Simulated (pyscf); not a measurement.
HCl + H₃C–BH–Cl → Cl–BH–Cl + CH₄ (four-centre exchange; singlet surface; Cl–H, B–C broken, B–Cl, C–H formed). Optimised with ωB97X-D3(BJ)/def2-SVP in PySCF. Correlated levels are frozen-core, on RHF or UHF. ΔMP2 is the change of the MP2 total energy from the triple- to the quadruple-zeta basis. Energies in kcal/mol from the separated reactants.

```tsv
level	barrier	reaction energy
ωB97X-D3(BJ)/def2-TZVP	…	-20.5
PBE/def2-TZVP	17.2	-21.0
M06-2X/def2-TZVP	22.9	-20.7
HF/def2-TZVP	46.7	-19.8
MP2/def2-QZVPP	21.4	-20.7
CCSD(T)/def2-TZVPP	26.1	-19.8
CCSD(T)/def2-TZVPP + ΔMP2(QZVPP)	…	…
```

Fill in the missing entries.


- ωB97X-D3(BJ)/def2-TZVP, barrier: 23.6
- CCSD(T)/def2-TZVPP + ΔMP2(QZVPP), barrier: 25.5
- CCSD(T)/def2-TZVPP + ΔMP2(QZVPP), reaction energy: -19.6

Of the functionals in the table, ωB97X-D3(BJ) is closest to CCSD(T)/def2-TZVPP + ΔMP2(QZVPP) in the barrier (1.9 kcal/mol apart) and PBE least close (8.3 kcal/mol); that level has limits of its own. This is the saddle that the search found; another between the same sides may lie lower. The CCSD(T) − MP2 part came from Ansatz, without density fitting, on the same reference.
